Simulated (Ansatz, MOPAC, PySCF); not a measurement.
Molecule: C2H6N (charge 0, doublet). SMILES: [CH2]NC
Coordinates optimised at B3LYP-D3(BJ)/def2-TZVP (Ansatz, an electronic-structure program):
```
N
H 1 1.0087
C 1 1.3821 2 114.76
H 3 1.0801 1 117.00 2 33.44
H 3 1.0812 4 119.04 1 -149.23
C 1 1.4488 2 114.11 3 -142.72
H 6 1.0899 1 109.72 2 -45.31
H 6 1.0918 7 108.03 1 118.94
H 6 1.0982 7 108.88 8 116.98
```
Charge 0, spin multiplicity 2.

Unscaled harmonic wavenumbers (cm⁻¹) in rising order, each level at the stationary point that it reaches from this structure (no distance between atoms moves by over 0.3 Å); the order of modes can differ between levels, and a negative number is imaginary. B3LYP-D3(BJ)/def2-TZVP (PySCF, at the structure above): 198, 329, 391, 599, 637, 962, 1043, 1138, 1250, 1300, 1451, 1473, 1485, 1501, 1536, 2972, 3060, 3107, 3143, 3253, 3572.

PM6 (MOPAC): 115, 365, 429, 674, 827, 994, 1055, 1059, 1240, 1248, 1254, 1335, 1346, 1421, 1522, 2667, 2677, 2746, 2767, 2798, 2810. Zero-point energy 44.8 against 49.2 kcal/mol; where all levels lie over 400 cm⁻¹, the wavenumbers are on average 0.953 times those of B3LYP-D3(BJ)/def2-TZVP.

PM7 (MOPAC): 109, 347, 446, 616, 830, 1037, 1097, 1104, 1277, 1289, 1293, 1392, 1406, 1502, 1589, 2647, 2657, 2740, 2758, 2799, 2819. Zero-point energy 45.4 against 49.2 kcal/mol; where all levels lie over 400 cm⁻¹, the wavenumbers are on average 0.968 times those of B3LYP-D3(BJ)/def2-TZVP.

HF/6-31G* (Ansatz): 223, 334, 416, 745, 847, 1032, 1130, 1251, 1330, 1388, 1587, 1622, 1639, 1651, 1679, 3172, 3250, 3285, 3299, 3401, 3805. Zero-point energy 53.0 against 49.2 kcal/mol; where all levels lie over 400 cm⁻¹, the wavenumbers are on average 1.100 times those of B3LYP-D3(BJ)/def2-TZVP.

B3LYP/6-31G* (Ansatz): 209, 333, 391, 675, 722, 972, 1052, 1149, 1260, 1304, 1467, 1492, 1513, 1524, 1555, 2992, 3083, 3127, 3142, 3248, 3550. Zero-point energy 49.7 against 49.2 kcal/mol; where all levels lie over 400 cm⁻¹, the wavenumbers are on average 1.021 times those of B3LYP-D3(BJ)/def2-TZVP.
